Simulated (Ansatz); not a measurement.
Process, species as SMILES: O (H2O) → [OH-] + H+
B3LYP-D3(BJ)/def2-TZVP geometries, fixed; electronic energies without zero-point terms.

The deprotonation energy at MP2 with Ansatz (an electronic-structure program), in kcal/mol, split into its Hartree-Fock and correlation parts. Cores are frozen. No added dispersion term, no relativity. Functions are those of the species that has most.

```
basis        X  functions  Hartree-Fock     MP2
-----------  -  ---------  ------------  ------
aug-cc-pVDZ  2         41        405.02  391.47
aug-cc-pVTZ  3         92        406.83  393.24
aug-cc-pVQZ  4        172        407.20  393.40
```

Worked estimate of the basis-set limit from each neighbouring pair, with Hartree-Fock from the larger set and the correlation part extrapolated as X^-3.
Correlation parts: X = 2: -13.55, X = 3: -13.59, X = 4: -13.80.
- (2,3): (27·(-13.59) - 8·(-13.55))/19 = -13.61; with Hartree-Fock 406.83 the estimate is 393.22 kcal/mol.
- (3,4): (64·(-13.80) - 27·(-13.59))/37 = -13.95; with Hartree-Fock 407.20 the estimate is 393.25 kcal/mol.
The last two estimates differ by 0.02 kcal/mol; the largest set lies 0.15 from the last. Over the last step Hartree-Fock moves by 0.37 and the correlation part by -0.21.
